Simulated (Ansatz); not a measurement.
# One shape, several levels: CO2 (carbon dioxide)

Aim: a comparison of 6 runs (HF/STO-3G, CAM-B3LYP/STO-3G, PBE0/STO-3G, UPBE0/STO-3G, r2SCAN/STO-3G, CCSD/STO-3G) of CO2 (carbon dioxide). 

Program for the calculation: Ansatz 0.2.0.

43 further runs of the same task are left out: 7 that didn't finish, 36 set aside as unsound or not needed.

## Step 1: The structure to begin with

The species is CO2 (3 atoms), meant as a singlet with charge 0. SMILES: `O=C=O`. The C2–O1 distance was set to 2.892 Å, away from the relaxed value. At this shape a bond of the SMILES string is far longer than usual.

Bond lengths: C2–O3 1.157 Å.

## Step 2: A single-point energy at HF/STO-3G (run 1)

molecule.yaml reads:

```yaml
crystal:
  periodic: [false, false, false]
  atoms:
    - {symbol: O, position_ang: [0.928854, -2.729779, 0.220466]}
    - {symbol: C, position_ang: [0.000120, 0.000050, 0.000070]}
    - {symbol: O, position_ang: [-0.371750, 1.091850, -0.088290]}
basis:
  gaussian:
    orbitals: STO-3G
hamiltonian:
  xc: hf
accuracy: high
```

On the command line:

```bash
$ ansatz run molecule.yaml --threads 1 --pin off --max-ram 3480MiB --events-out events.jsonl --progress --plain --runs-dir runs
```

The log of the run:

```text
Warning: RAYON_NUM_THREADS=1 ignored (pool sized by the plan → 1); use --threads N
Functional definition: HF
  name "HF"
  exchange = exact_x
  correlation = 0
228 factors; integrals over basis functions are off by at most 3.1e-8 eV
mean field evaluation 1: about -5025.1855 eV, gradient 3.4e1 eV
mean field evaluation 2: about -5025.1992 eV, gradient 3.4e1 eV
mean field evaluation 4: about -5031.0005 eV, gradient 5.4e0 eV
mean field evaluation 8: about -5031.1064 eV, gradient 1.3e-3 eV
mean field evaluation 16: about -5031.0300 eV, gradient 3.0e-1 eV
mean field evaluation 32: about -5030.9542 eV, gradient 8.0e-3 eV
mean field -5031.10641126 eV, -184.8897504076 hartree, gradient 2.3e-8 eV, S^2 0.000000; 3 other end points of the search recorded, 0 dependent functions left out
reference -5031.10641126 eV, -184.8897504076 hartree; 11, 11 occupied and 4, 4 virtual orbitals, 228 factors
Total energy: -5031.10641126 eV, -184.8897504076 hartree
```

Run time: 0.1 s. Hardware: 1 thread of Intel Xeon Platinum 8488C (Sapphire Rapids), shared host.

## Step 3: The energy at CAM-B3LYP/STO-3G (run 2)

job.yaml reads:

```yaml
crystal:
  periodic: [false, false, false]
  atoms:
    - {symbol: O, position_ang: [0.928854, -2.729779, 0.220466]}
    - {symbol: C, position_ang: [0.000120, 0.000050, 0.000070]}
    - {symbol: O, position_ang: [-0.371750, 1.091850, -0.088290]}
basis:
  gaussian: {orbitals: STO-3G}
hamiltonian: {xc: {name: CAM-B3LYP}}
accuracy: high
```

On the command line:

```bash
$ ansatz run job.yaml --threads 1 --pin off --max-ram 3480MiB --events-out events.jsonl --progress --plain --runs-dir runs
```

The log of the run, shortened:

```text
Warning: RAYON_NUM_THREADS=1 ignored (pool sized by the plan → 1); use --threads N
Functional definition: CAM-B3LYP
  name "CAM-B3LYP"
[...]
228 factors; integrals over basis functions are off by at most 3.1e-8 eV
134 factors; integrals over basis functions are off by at most 5.9e-10 eV
[...]
mean field -5050.70428214 eV, -185.6099588785 hartree, gradient 3.7e-8 eV, S^2 0.000000; 4 other end points of the search recorded, 0 dependent functions left out
reference -5050.70429131 eV, -185.6099592154 hartree; 11, 11 occupied and 4, 4 virtual orbitals, 228 factors
Total energy: -5050.70429131 eV, -185.6099592154 hartree
```

Run time: 2.3 s. Hardware: 1 thread of Intel Xeon Platinum 8488C (Sapphire Rapids), shared host.

Runs 3 to 4 aren't shown in full; the table further down has their settings and results.

## Step 4: The energy at r2SCAN/STO-3G (run 5)

input.yaml reads:

```yaml
crystal:
  periodic: [false, false, false]
  atoms:
    - {symbol: O, position_ang: [0.928854, -2.729779, 0.220466]}
    - {symbol: C, position_ang: [0.000120, 0.000050, 0.000070]}
    - {symbol: O, position_ang: [-0.371750, 1.091850, -0.088290]}
basis:
  gaussian:
    orbitals: STO-3G
magnetization:
  spin_polarized: false
hamiltonian:
  xc: {name: r2SCAN}
accuracy: high
```

On the command line:

```bash
$ ansatz run input.yaml --threads 1 --pin off --max-ram 3480MiB --events-out events.jsonl --progress --plain --runs-dir runs
```

The log of the run:

```text
Warning: RAYON_NUM_THREADS=1 ignored (pool sized by the plan → 1); use --threads N
Functional definition: r2SCAN
  name "r2SCAN"
  parameter k0 = 0.174
  parameter k1 = 0.065
  parameter a1 = 4.9479
  exchange = r2scan_x(k0 = k0, k1 = k1, a1 = a1)
  correlation = r2scan_c
228 factors; integrals over basis functions are off by at most 3.1e-8 eV
mean field evaluation 1: about -5051.0105 eV, gradient 5.9e0 eV
mean field evaluation 2: about -5050.7942 eV, gradient 7.7e0 eV
mean field evaluation 4: about -5051.1764 eV, gradient 9.5e-1 eV
mean field evaluation 8: about -5050.9394 eV, gradient 5.9e-1 eV
mean field evaluation 16: about -5051.1359 eV, gradient 1.2e-5 eV
mean field evaluation 32: about -5050.8971 eV, gradient 4.3e-6 eV
mean field -5051.13587495 eV, -185.6258196217 hartree, gradient 7.6e-8 eV, S^2 0.000000; 7 other end points of the search recorded, 0 dependent functions left out
reference -5051.13587512 eV, -185.6258196276 hartree; 11, 11 occupied and 4, 4 virtual orbitals, 228 factors
Total energy: -5051.13587512 eV, -185.6258196276 hartree
```

Wall time 7.2 s (1 thread of Intel Xeon Platinum 8488C (Sapphire Rapids), shared host); peak memory 0.12 GiB.

## Step 5: The energy at CCSD/STO-3G (run 6)

in.yaml reads:

```yaml
crystal:
  periodic: [false, false, false]
  atoms:
    - {symbol: O, position_ang: [0.928854, -2.729779, 0.220466]}
    - {symbol: C, position_ang: [0.000120, 0.000050, 0.000070]}
    - {symbol: O, position_ang: [-0.371750, 1.091850, -0.088290]}
basis:
  gaussian:
    orbitals: STO-3G
correlation:
  method: ccsd
  frozen_orbitals: {C: 1, O: 1}
scf:
  omitted_lower_state_checks: [cluster_reference, increment]
accuracy: high
```

On the command line:

```bash
$ ansatz run in.yaml --threads 1 --pin off --max-ram 3480MiB --events-out events.jsonl --progress --plain --runs-dir runs
```

The log of the run:

```text
Warning: RAYON_NUM_THREADS=1 ignored (pool sized by the plan → 1); use --threads N
[... 13 lines left out ...]
3 core orbitals not correlated: weight in the atoms' cores, before any rotation towards them, 1.000 or more for the frozen orbitals, at most 0.000 for the correlated occupied ones
[... 101 lines left out ...]
Total energy: -5036.04549822 eV, -185.0712585055 hartree
Checks for a lower state left out: cluster_reference, increment
```

Run time: 0.26 s. Hardware: 1 thread of Intel Xeon Platinum 8488C (Sapphire Rapids), shared host.

## Step 6: Overview of the runs

| run | level | frozen core orbitals | energy (Eh) | wall time |
| --- | --- | --- | --- | --- |
| 1 | HF/STO-3G | – | -184.889750 | 0.1 s |
| 2 | CAM-B3LYP/STO-3G | – | -185.609959 | 2.3 s |
| 3 | PBE0/STO-3G | – | -185.517646 | 1.6 s |
| 4 | UPBE0/STO-3G | – | -185.607655 | 21 s |
| 5 | r2SCAN/STO-3G | – | -185.625820 | 7.2 s |
| 6 | CCSD/STO-3G | 3 | -185.071259 | 0.26 s |

## Step 7: Outcome

| quantity | value |
| --- | --- |
| run 6: total energy | -185.07126 Eh |
| run 6: correlation energy (3 core orbitals frozen) | -181.5 mEh |
| run 6: T1 diagnostic | 0.018 |

What this shows: Totals of different functionals can't be ranked against each other. In run 6 the log says that unrestricted orbitals would lower the reference, so the values rest on an unstable closed-shell determinant (other closed-shell runs at this shape may share the fault). In runs 1, 2, 3, 4, 5, 6 the basis is minimal, so the values are rough. In runs 1, 2, 3, 5, 6 a closed-shell determinant meets a far-stretched bond, which it describes badly. Spin contamination of the reference: run 4 ⟨S²⟩ = 1.00. Where it is this large, the reference is a mixture of spin states, and values that rest on it are in doubt. All runs together took 33 s, the longest 21 s.
